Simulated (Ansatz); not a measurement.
## Forces on a displaced structure

C2H5Mg (SMILES [CH2+][Mg][CH3]) (charge +1), singlet, displaced at random from a GFN2-xTB minimum.

```
8
angstrom
C -1.0711 1.3102 -1.7036
Mg -0.1693 0.1300 -0.1004
C 1.0088 -1.0455 1.2117
H -2.0174 0.9370 -2.1190
H -1.2164 2.3307 -1.5068
H 1.3445 -0.3915 2.0126
H 1.8070 -1.3292 0.5535
H 0.4276 -1.9307 1.5875
```

Computed with Ansatz 0.2.0 (basis: def2-TZVPP); correlated methods freeze the cores. The outer core shell of Li, Na, Mg and K is correlated. The def2 sets are not built for correlating such inner shells, so the correlated values are less sure here.

CCSD(T) forces from the calculation:
```json
{"atom": "C1", "Fx": "-0.882", "Fy": "-1.706", "Fz (eV/Å)": "0.956"}
{"atom": "Mg2", "Fx": "0.682", "Fy": "-0.460", "Fz (eV/Å)": "0.059"}
{"atom": "C3", "Fx": "-1.278", "Fy": "-0.424", "Fz (eV/Å)": "0.486"}
{"atom": "H4", "Fx": "0.262", "Fy": "0.065", "Fz (eV/Å)": "-0.636"}
{"atom": "H5", "Fx": "0.053", "Fy": "1.962", "Fz (eV/Å)": "-0.307"}
{"atom": "H6", "Fx": "0.033", "Fy": "-0.073", "Fz (eV/Å)": "0.086"}
{"atom": "H7", "Fx": "0.534", "Fy": "-0.264", "Fz (eV/Å)": "-0.288"}
{"atom": "H8", "Fx": "0.595", "Fy": "0.899", "Fz (eV/Å)": "-0.356"}
```

Root-mean-square difference of the force components from those of CCSD(T): PBE0-D4 0.085; wB97M-V 0.150; r2SCAN-D4 0.161; PBE-D4 0.261; BLYP-D4 0.239; wB97X-V 0.192 eV/Å.

No T1 diagnostic of these runs exceeds 0.028. The T1 diagnostic is large here, which may signal multireference character or strong orbital relaxation, so CCSD(T) is less sure. The restricted Hartree–Fock reference is unstable towards an unrestricted one here. These are differences at one structure, and CCSD(T) in triple zeta is itself an approximation.

For scale, one of the runs: CCSD(T)/def2-TZVPP forces, 164 basis functions (an equivalent command: `ansatz run in.yaml --threads 4`). Time: 120 s of wall clock on 4 CPU threads; the host was shared. Peak host memory: 2.7 GiB.
